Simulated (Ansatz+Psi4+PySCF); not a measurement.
singlet HF: levels of theory in one basis

```yaml
atoms:
  - { symbol: F, position_ang: [0.0000, 0.0000, 0.0934] }
  - { symbol: H, position_ang: [0.0000, 0.0000, -1.7744] }
```

Basis set: cc-pVTZ (spherical functions). Frozen core: 1 orbital. Charge 0, multiplicity 1.

Computed with Ansatz (development build ahead of 0.2.0); each method stands on the lowest determinant of its kind that the runs found.

```csv
method,E − E(RHF) (eV),<S²> of the determinant
RHF,0.00,0.00
UHF,-2.43,0.89
RHF-MP2,-8.60,–
UHF-MP2,-8.11,0.89
RHF-CCSD,-8.79,–
UHF-CCSD,-8.78,0.89
RHF-CCSD(T),-9.24,–
```

(1) What does UHF-CCSD(T) give on the same scale?

(2) Is a single determinant a sound starting point here?

Results:

(1) -9.04 eV.

(2) It is doubtful. Unrestricted orbitals lower Hartree–Fock by 2.43 eV and <S²> is 0.89 where a pure state has 0.00, a sign of strong static correlation.

Caution for RHF, RHF-MP2, RHF-CCSD, RHF-CCSD(T): an unrestricted determinant lies well below. Caution for UHF, UHF-MP2, UHF-CCSD, UHF-CCSD(T): the unrestricted determinant is a mixture of spin states. Caution for RHF-MP2, UHF-MP2, RHF-CCSD, UHF-CCSD, RHF-CCSD(T), UHF-CCSD(T): large amplitudes, a single reference is doubtful. Caution for UHF-MP2, UHF-CCSD, UHF-CCSD(T): a plain start can end on a higher determinant. Caution for UHF-MP2, UHF-CCSD(T): another reference gives a lower total. Caution for RHF-CCSD, RHF-CCSD(T): the amplitudes may be one of several solutions.
